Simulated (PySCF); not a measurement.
Gas-phase reaction: vinylsilane ⇌ (CH3)2Si

Computed with PySCF and rigid-rotor harmonic-oscillator thermochemistry at 1 bar. † marks an energy on the PBE0/def2-TZVP geometry and frequencies; other levels use their own. MP2 freezes the core. All species are closed-shell singlets. (CH3)2Si: computed as isolated molecules; such fragments, hydroxides, amides, oligomers or adducts are transient or little studied in the gas. MP2 isn't extrapolated to the basis-set limit.

MP2/def2-SVP† gives ΔH°(298 K) = 61 kJ.

**Question.** What do MP2/def2-TZVPP†, PBE0/def2-QZVP†, PBE/def2-SVP give?

**Answer.** MP2/def2-TZVPP†: 56 kJ; PBE0/def2-QZVP†: 44 kJ; PBE/def2-SVP: 47 kJ. For scale, ΔH°(298 K) is 61 kJ at this level, 45 kJ at ωB97M-V/def2-TZVP†, and runs from 37 to 88 kJ over the 20 levels computed.
